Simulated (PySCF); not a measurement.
An unknown is described by computed data only.

Formula: BH6N.

| Quantity | Value |
| --- | --- |
| Couplings | largest of the computed one-bond spin–spin couplings (means over like bonds): 11B–1H +110.7 (×3), 15N–1H -71.8 (×3), 15N–11B -2.2 Hz [B3LYP/pcJ-1] |
| Dipole | 5.47 D [B3LYP/pcSseg-2] |
| Rotational structure | rotational constants A, B, C: 72.718, 17.938, 17.938 GHz [PBE0-D3(BJ)/def2-SVP] |
| NMR, other nuclei | isotropic shieldings of nuclei other than C and H, by class: 119 (1 B), 221 (1 N) ppm [GIAO B3LYP/pcSseg-2] |
| XPS | B1s 193.9, N1s 408.2 eV [ΔSCF SCAN, pcX-2 on the ionised atom, pcseg-1 elsewhere, spin-free X2C] |
| 1H NMR | chemical shifts (computed TMS as zero) by class: 2.71 (3 H), 2.11 (3 H) ppm [GIAO B3LYP/pcSseg-2] |

The electronic properties come from PySCF, for the isolated species, density fitting. Levels stand in brackets. Isolated species at its PBE0-D3(BJ)/def2-SVP geometry, gas phase. NMR classes are plain means over equivalent atoms (diastereotopic ones count apart unless rotation or inversion swaps them), as if these changed places fast.

Q: Propose a structure and show how it fits.

A: Hydrogen classes from least to most shielded: 3 H on a nitrogen bonded to B and 3 H (2.71 ppm), 3 H on a four-coordinate boron (2.11 ppm). The other shieldings belong to: 119 ppm, four-coordinate boron; 221 ppm, nitrogen bonded to B and 3 H. The couplings run between: +110.7 Hz, four-coordinate boron and its hydrogen (with 2 like pairs); -71.8 Hz, nitrogen bonded to B and 3 H and its hydrogen (with 2 like pairs); -2.2 Hz, nitrogen bonded to B and 3 H and four-coordinate boron. The core levels belong to: B1s 193.9 eV, four-coordinate boron; N1s 408.2 eV, nitrogen bonded to B and 3 H. The optimised geometry has point group C3v and is a prolate symmetric top. Structure: `[BH3-][NH3+]`.
